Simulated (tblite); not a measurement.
Compound: C₅H₁₀N (doublet state).
Atom-mapped SMILES: `[H]/[C:1]=[CH:2]\[CH2:3][CH2:4][CH2:5][NH2:6]` (hydrogens: H7 on C1; H8 on C2; H9, H10 on C3; H11, H12 on C4; H13, H14 on C5; H15, H16 on N6)

Cartesian coordinates in Å at the GFN2-xTB level; atoms count from 1:
```xyz
16
C5H10N angstrom
C      3.2486   -0.2380   -0.0909
C      2.1082    0.1391   -0.5607
C      0.8148    0.2863    0.2276
C     -0.2770   -0.6152   -0.3421
C     -1.6149   -0.3757    0.3584
N     -2.0562    0.9919    0.1351
H      3.6703   -0.5320    0.8421
H      1.9968    0.3827   -1.6123
H      0.4815    1.3236    0.1643
H      0.9937    0.0412    1.2751
H      0.0077   -1.6627   -0.2263
H     -0.3961   -0.4135   -1.4097
H     -1.4920   -0.5094    1.4371
H     -2.3411   -1.1291    0.0045
H     -2.2356    1.1436   -0.8524
H     -2.9162    1.1763    0.6388
```

Computed values, GFN2-xTB/tblite, gas phase, harmonic and unscaled. Against measured fundamentals such values can be off by several per cent, at times by over 20. One conformer, not necessarily the lowest. Open shells enter through the occupations alone, without spin polarisation, and single modes of such species can be off by tens of per cent.

Harmonic wavenumbers (cm⁻¹): 65.7, 69.7, 134.2, 208.2, 281.9, 318.0, 376.7, 477.6, 605.7, 737.2, 793.7, 881.6, 901.6, 948.1, 970.6, 977.7, 1019.7, 1074.6, 1100.2, 1135.2, 1201.2, 1223.8, 1258.9, 1270.8, 1282.7, 1345.0, 1362.1, 1468.7, 1482.3, 1487.6, 1565.9, 1722.8, 2806.6, 2956.4, 2967.3, 2977.2, 2987.1, 2987.9, 2998.6, 3187.9, 3386.4, 3423.5.

A = 11343, B = 1508, C = 1452 MHz; mass 84.081 u (most abundant isotopes); point group C1, symmetry number 1; spin multiplicity 2.

Problem. What is the zero-point energy?

Solution. ½Σν̃ = 30214 cm⁻¹ = 86.39 kcal/mol.

Problem. Entropy at 298.15 K, 1 bar (ideal gas, RRHO, classical rotation)?

Solution. Translation 39.23, rotation 26.96, vibration 20.06, spin (R ln 2) 1.38: S = 87.6 cal/(mol K).

Problem. And Cp and H(298.15 K) − H(0)?

Solution. Cp = 29.17 cal/(mol K), of which vibrations give 21.22 (their classical limit is 42 R = 83.5); H(298.15 K) − H(0) = 5.52 kcal/mol without the zero-point energy, 3.15 from vibrations.

Problem. Blend soft modes into free rotors: weight 1/[1 + (100 cm⁻¹/ν̃)⁴] for the oscillator and the rest for a rotor with moment μB/(μ + B), μ = h/(8π²ν), B = 10⁻⁴⁴ kg m². What vibrational entropy results?

Solution. 18.39 cal/(mol K) in place of 20.06, which changes −T·S at 298.15 K by +0.50 kcal/mol.

Problem. What must be added to the electronic energy to get the Gibbs energy at 298.15 K and 1 bar?

Solution. ZPE + [H(298.15 K) − H(0)] − T·S = 86.39 + 5.52 − 26.13 = 65.78 kcal/mol.

Problem. Which modes carry the vibrational entropy at 298.15 K?

Solution. 65.7 cm⁻¹: 4.28; 69.7 cm⁻¹: 4.16; 134.2 cm⁻¹: 2.88; 208.2 cm⁻¹: 2.06; 281.9 cm⁻¹: 1.52; 318.0 cm⁻¹: 1.32 cal/(mol K); the other 36 give 3.84 together.

Hindered rotation and anharmonicity are outside this model. Other conformers, if any are populated, would add a mixing term that is left out. The structure is chiral; the term R ln 2 for an equal mix with its mirror image is left out.
